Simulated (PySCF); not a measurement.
Geometry:
```tsv
atom	x (Å)	y (Å)	z (Å)
F1	0.416	-1.414	1.050
C2	0.212	-0.194	0.623
F3	0.445	0.705	1.543
C4	-0.188	0.090	-0.607
F5	-0.403	-0.881	-1.481
Cl6	-0.456	1.663	-1.172
```

Geometry: PBE0-D3(BJ)/def2-TZVP; GIAO absolute shieldings from PySCF 2.14, gas phase, non-relativistic, averaged over equivalent atoms.

At PBE0/pcSseg-2 (223 basis functions, 35 s wall time on 1 thread of an Arm Neoverse N1, shared host):
```csv
atoms,σ (ppm)
F1,277.9
F3,296.8
F5,324.6
C2,21.5
C4,49.0
Cl6,746.5
```

Problem. What do these become at B97-2/pcSseg-2?

Solution. 
| atoms | σ at B97-2/pcSseg-2 | change |
| --- | --- | --- |
| F1 | 278.9 | +1.0 |
| F3 | 297.9 | +1.1 |
| F5 | 324.5 | -0.1 |
| C2 | 23.1 | +1.6 |
| C4 | 50.0 | +1.0 |
| Cl6 | 746.3 | -0.2 |

The largest change is at C2 (fully substituted alkene carbon). Cost: 223 basis functions, 28 s wall time on 1 thread of an Arm Neoverse N1, shared host.

Carbons that carry Cl, above all several Cl atoms, come out too deshielded, partly because spin–orbit coupling is missing.
